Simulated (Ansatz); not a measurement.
`FC(F)C(F)F` + HCl → `FC(F)Cl` + `FCF` at 700 K and 1 bar (substitution at a C–C bond).

Program: Ansatz. Geometries: PBE0-D4/def2-TZVP. ΔE: electronic, gas phase. CCSD(T)/CBS is the MP2 limit (def2-TZVPP, def2-QZVPP) plus CCSD(T) − MP2 in def2-TZVPP, frozen cores. This one scheme is used for every species. Each species was taken in one conformer, which may not be the lowest.

| species | CCSD(T)/CBS energy (Eh) | H − E (kJ/mol) | S (J/(mol·K)) |
| --- | --- | --- | --- |
| `FC(F)C(F)F` | -476.45942 | 182.7 | 405.4 |
| HCl | -460.38127 | 38.4 | 211.8 |
| `FC(F)Cl` | -698.00348 | 102.9 | 340.3 |
| `FCF` | -238.82660 | 120.2 | 293.9 |

H − E and S are ideal-gas, rigid-rotor, harmonic terms from PBE0-D4/def2-TZVP, for one conformer and one mirror image of each species. 1 Eh = 2625.50 kJ/mol, R = 8.31446 J/(mol·K).

Question: By hand: ΔE, ΔH, ΔS and ΔG.

Answer: ΔE = (-698.00348) + (-238.82660) − (-476.45942) − (-460.38127) = 0.01061 Eh = 27.9 kJ/mol. Δ(H − E) = 102.9 + 120.2 − 182.7 − 38.4 = 2.0, so ΔH = 29.9 kJ/mol. ΔS = 340.3 + 293.9 − 405.4 − 211.8 = 17.0 J/(mol·K). ΔG = 29.9 − 700 × (17.0)/1000 = 18.0 kJ/mol.

Question: By hand: the equilibrium constant, and the temperature at which ΔG would vanish if ΔH and ΔS stayed fixed.

Answer: log₁₀ K = −ΔG/(RT ln 10) = -1.3. ΔG = 0 at ΔH/ΔS = 1759 K, though so small a ΔS makes that figure unsure.

TΔS isn't small against ΔH here. A doubt of 5 kJ/mol in ΔE shifts log₁₀ K by 0.4 here. Other conformers and mirror images would add mixing entropy, several J/(mol·K) or more a flexible species. These are equilibria of isolated gas molecules and say nothing of rates. Largest T1 diagnostic: 0.012 (customary marks: 0.02 for closed shells, 0.045 for open ones).
